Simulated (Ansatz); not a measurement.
# CH₆N (doublet): wave-function methods side by side at distance N1–H4 along a hydrogen transfer = 1.057 Å, cc-pVDZ

One table from this session's results is given with a row withheld; the runs are named, their logs left out.

Program: Ansatz 0.2.0, Gaussian basis. Level of theory: cc-pVDZ, core rule «outside noble gas», up to 2 orbitals frozen. These are calculated values, not measurements.

To be run: UHF; CCSD(T) on ROHF; CCSD(T) on UHF; BCCD(T) on ROHF; CISD; CCSDT(Q) on ROHF; CCSDT(Q) on UHF; CASSCF and MRCISD+Q, 3 electrons in 3 orbitals; CASSCF and NEVPT2, 3 electrons in 3 orbitals.

## The geometry

The geometry derives from fragments relaxed apart (PBE0/def2-TZVP) and kept rigid, so it is no stationary point. A hydrogen atom is moved between rigid fragments.

8 atoms, charge 0, spin multiplicity 2.

Atoms are counted from 1 here; the program's logs count them from 0.

Bond lengths: N1–H2 1.012 Å, N1–H3 1.012 Å, N1–H4 1.057 Å, H4–C5 1.359 Å, C5–H6 1.080 Å, C5–H7 1.080 Å, C5–H8 1.080 Å. Angles: H2–N1–H3 107.1°, H2–N1–H4 107.1°, H3–N1–H4 107.1°, N1–H4–C5 180.0°, H4–C5–H6 90.0°, H4–C5–H7 90.0°, H4–C5–H8 90.0°, H6–C5–H7 120.0°, H6–C5–H8 120.0°, H7–C5–H8 120.0°.

Set-up of the first run:

Input file in.yaml:

```yaml
crystal:
  periodic: [false, false, false]
  atoms:
    - {symbol: N, position_ang: [-1.147340, -0.017777, -0.027670]}
    - {symbol: H, position_ang: [-1.444620, 0.950057, -0.027670]}
    - {symbol: H, position_ang: [-1.444619, -0.420076, 0.852589]}
    - {symbol: H, position_ang: [-0.090340, -0.017777, -0.027670]}
    - {symbol: C, position_ang: [1.268660, -0.017777, -0.027670]}
    - {symbol: H, position_ang: [1.268660, -1.097799, -0.027670]}
    - {symbol: H, position_ang: [1.268660, 0.522234, 0.907657]}
    - {symbol: H, position_ang: [1.268660, 0.522234, -0.962998]}
basis:
  gaussian: {orbitals: cc-pVDZ}
magnetization: {spin_polarized: true, initial_magnetization: 1}
hamiltonian: {xc: hf}
output: {orbitals: {seedname: orbitals}}
```

Command:

```bash
$ ansatz run in.yaml --threads 1 --pin off --events-out ev --progress --plain --max-ram 2816MiB --backend cpu
```

Among the steps run: UHF; CCSD(T) on ROHF; CCSD(T) on UHF; BCCD(T) on ROHF; CISD; CCSDT(Q) on ROHF; CCSDT(Q) on UHF; CASSCF and MRCISD+Q, 3 electrons in 3 orbitals; CASSCF and NEVPT2, 3 electrons in 3 orbitals.

One of the session's tables, all rows but one given; the rest of the session is left out.

It belongs to the step «Misses and costs». 

```
       method  from UCCSDT(Q) (meV)
         ROHF              +10419.2
          UHF              +10226.6
         RMP2               +1249.5
         UMP2               +1274.5
         CISD               +1191.4
        RCCSD                +267.5
        UCCSD                +263.2
     RCCSD(T)                     ?
     UCCSD(T)                 +36.6
      BCCD(T)                 +36.0
       RCCSDT                 +16.1
       UCCSDT                 +15.4
    RCCSDT(Q)                  +0.8
    UCCSDT(Q)                     0
  CASSCF pair               +9894.6
  NEVPT2 pair               +1291.2
  MRCISD pair               +1091.4
MRCISD+Q pair                +158.4
```

**Question.** Estimate the row for RCCSD(T).

The run gave: from UCCSDT(Q) (meV): +36.1. In the column «from UCCSDT(Q) (meV)» it lies between BCCD(T) (+36.0) and UCCSD(T) (+36.6).

Caveats from the session: Restricted and unrestricted rows rest on different reference determinants; where their highest levels disagree by more than a few hundredths of an eV, they describe different states and don't form one ladder.
